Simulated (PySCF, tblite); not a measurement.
**A complex of alane and water**

A gas-phase complex of alane and water; neutral, singlet. The structure comes from a short search (6 tight-binding starts) and was optimised by PBE0-D3(BJ)/def2-TZVPD; another way of binding may lie lower.

This structure isn't a minimum: the optimisation stopped short of the minimum along a soft mode, which is imaginary here (98i cm⁻¹ by PBE0-D3(BJ)/def2-TZVPD), and forces of up to 0.019 eV/Å are left. All values below rest on it.

```
part   name  SMILES  atoms  charge  multiplicity
   1  alane  [AlH3]    1–4       0             1
   2  water       O    5–7       0             1
```

Coordinates in Å:
```
Al1     0.069   -0.142    0.093
H2      0.061    1.080    1.123
H3     -1.305   -0.787   -0.398
H4      1.326   -0.255   -0.895
O5      0.605   -1.555    1.440
H6      0.834   -2.412    1.064
H7      1.339   -1.281    2.002
```

```csv
contact,kind (by geometry),distance (Å),angle (°)
Al1···O5,bond,2.024,-
```

The parts are joined by the bond Al1–O5, so these are energies of forming such bonds; deforming the relaxed parts to their shape in the adduct costs 3.1 kcal/mol, which the interaction energies leave out.

Interaction energies are complex less parts, with the parts frozen as they stand in it; counterpoise-corrected, in kcal/mol (PySCF). The CCSD(T) estimate is Hartree-Fock/aug-cc-pVQZ, plus the MP2 correlation part extrapolated as X⁻³ from aug-cc-pVTZ and aug-cc-pVQZ, plus CCSD(T) less MP2 in aug-cc-pVDZ; noble-gas cores are frozen. It isn't the exact limit.

Q: How strongly do the parts interact, level by level?

A: 
```tsv
level	interaction	superposition error removed
Hartree-Fock/aug-cc-pVQZ	-21.21	-
wB97M-D3(BJ)/def2-TZVPD	-22.77	-0.17
PBE0-D3(BJ)/def2-TZVPD	-23.28	-0.17
MP2/aug-cc-pVQZ	-23.04	-0.33
CCSD(T), estimated basis limit	-22.97	-
```

Q: What holds them together? Decompose the wB97M-D3(BJ)/def2-TZVPD energy: frozen parts, their antisymmetrised product, then relaxation.

A: electrostatic -43.7, Pauli repulsion +44.2, orbital relaxation -22.3, dispersion correction -1.2 kcal/mol, which sum to the value before the counterpoise correction; the Pauli term holds the exchange-correlation of the frozen density too. Of the attraction, 65 % is electrostatic, 33 % is orbital relaxation, 2 % is dispersion correction.

The parts were also relaxed and run alone, at the levels used for the complex: shieldings by PBE0/pcSseg-2; core levels by delta-SCF with SCAN, pcX-2 on the ionised atom and pcseg-1 elsewhere, spin-free X2C (2p3/2 is the spin-free 2p value less a third of a first-order spin-orbit splitting).

Q: How do these values change when the complex forms?

A: 
| property | alone | in the complex | change |
| --- | --- | --- | --- |
| shielding of Al1 (ppm) | 277.7 | 397.9 | +120.2 |
| shielding of O5 (ppm) | 329.1 | 302.1 | -27.0 |
| Al1 2p3/2 core level (eV) | 81.02 | 79.54 | -1.48 |
| O5 1s core level (eV) | 539.76 | 542.14 | +2.38 |
